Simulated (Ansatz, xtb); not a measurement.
Relative energy of two isomers of CH6BSi

We compare a, `B[SiH]C`, a doublet, with b, `BC[SiH2]`, a doublet. Both are isolated molecules in the gas phase, relaxed with r2SCAN-D4/def2-SVP; the shapes shown needn't be the lowest conformers.

a (Å):

```yaml
atoms:
  - { symbol: C, position_ang: [-1.2227, -0.3451, -0.4887] }
  - { symbol: B, position_ang: [-0.4537, 1.4261, 2.2952] }
  - { symbol: Si, position_ang: [-0.7748, 1.2414, 0.4058] }
  - { symbol: H, position_ang: [-0.5359, 0.4575, 3.0143] }
  - { symbol: H, position_ang: [-0.1714, 2.5050, 2.7591] }
  - { symbol: H, position_ang: [-0.6953, 2.3844, -0.5562] }
  - { symbol: H, position_ang: [-1.2783, -1.1915, 0.2119] }
  - { symbol: H, position_ang: [-0.4773, -0.5827, -1.2661] }
  - { symbol: H, position_ang: [-2.1964, -0.2482, -0.9977] }
```

b (Å):

```xyz
9

C    -0.0120    0.7013    0.2933
B    -0.5927    0.9155    1.7088
Si   -1.6700    0.2477   -0.5151
H    -1.0286    1.9972    2.0313
H    -0.6930   -0.0166    2.4736
H     0.3626    1.5952   -0.2288
H     0.6555   -0.1636    0.1575
H    -2.2728   -1.0235   -0.0190
H    -2.6685    1.3557   -0.5422
```

Quicker runs give these differences E(b) − E(a): GFN2-xTB +8.38 kcal/mol; HF/STO-3G −0.20 kcal/mol (at GFN2-xTB geometries); r2SCAN-D4/def2-SVP//GFN2-xTB +1.47 kcal/mol.

Estimate which is lower in electronic energy at CCSD(T)/def2-SVP + ΔMP2/def2-TZVPP, and by roughly how much.

Not settled: CCSD(T)/def2-SVP + ΔMP2/def2-TZVPP gives E(b) − E(a) = +1.42 kcal/mol, but this leans on the basis-set step: CCSD(T) alone gives +0.45 kcal/mol.

How the difference moves with the method:

```json
{"level": "GFN2-xTB", "geometry": "GFN2-xTB", "E(b) − E(a) (kcal/mol)": "+8.38", "departure from the last row (kcal/mol)": "+6.96", "job, with rough time for the two": "optimisation, 0.2 s"}
{"level": "HF/STO-3G", "geometry": "GFN2-xTB", "E(b) − E(a) (kcal/mol)": "−0.20", "departure from the last row (kcal/mol)": "−1.62", "job, with rough time for the two": "single point, 0.28 s"}
{"level": "r2SCAN-D4/def2-SVP//GFN2-xTB", "geometry": "GFN2-xTB", "E(b) − E(a) (kcal/mol)": "+1.47", "departure from the last row (kcal/mol)": "+0.05", "job, with rough time for the two": "single point, 6.6 s"}
{"level": "r2SCAN-D4/def2-SVP", "geometry": "r2SCAN-D4/def2-SVP", "E(b) − E(a) (kcal/mol)": "+1.77", "departure from the last row (kcal/mol)": "+0.35", "job, with rough time for the two": "optimisation, 1.7 min"}
{"level": "HF/def2-SVP", "geometry": "r2SCAN-D4/def2-SVP", "E(b) − E(a) (kcal/mol)": "−0.23", "departure from the last row (kcal/mol)": "−1.64", "job, with rough time for the two": "part of the CCSD(T) run"}
{"level": "MP2/def2-SVP", "geometry": "r2SCAN-D4/def2-SVP", "E(b) − E(a) (kcal/mol)": "−0.36", "departure from the last row (kcal/mol)": "−1.78", "job, with rough time for the two": "part of the CCSD(T) run"}
{"level": "CCSD(T)/def2-SVP", "geometry": "r2SCAN-D4/def2-SVP", "E(b) − E(a) (kcal/mol)": "+0.45", "departure from the last row (kcal/mol)": "−0.96", "job, with rough time for the two": "single point"}
{"level": "CCSD(T)/def2-SVP + ΔMP2/def2-TZVPP", "geometry": "r2SCAN-D4/def2-SVP", "E(b) − E(a) (kcal/mol)": "+1.42", "departure from the last row (kcal/mol)": "", "job, with rough time for the two": "single point, 25 s"}
```

As drawn, b has 1 C–B, 1 Si–H in place of 1 B–Si, 1 C–H.

HF/STO-3G, HF/def2-SVP, MP2/def2-SVP, CCSD(T)/def2-SVP find them nearly level. The largest departure from CCSD(T)/def2-SVP + ΔMP2/def2-TZVPP is that of GFN2-xTB, 6.96 kcal/mol. The last row adds to CCSD(T) the change of the MP2 difference between the two basis sets, here +0.96 kcal/mol.

With harmonic frequencies from r2SCAN-D4/def2-SVP (ideal gas, rigid rotor, one conformer each, 298.15 K, 1 atm): on the last row, ΔE + ΔZPE = +0.45, ΔH = +0.25, ΔG = +0.73 kcal/mol.

Open shells are spin-unrestricted. The correlated steps freeze 7 core orbitals. Programs: Ansatz 0.2.0, xtb 6.7.1; the last row on 1 thread of Arm Neoverse V1 on a shared host.
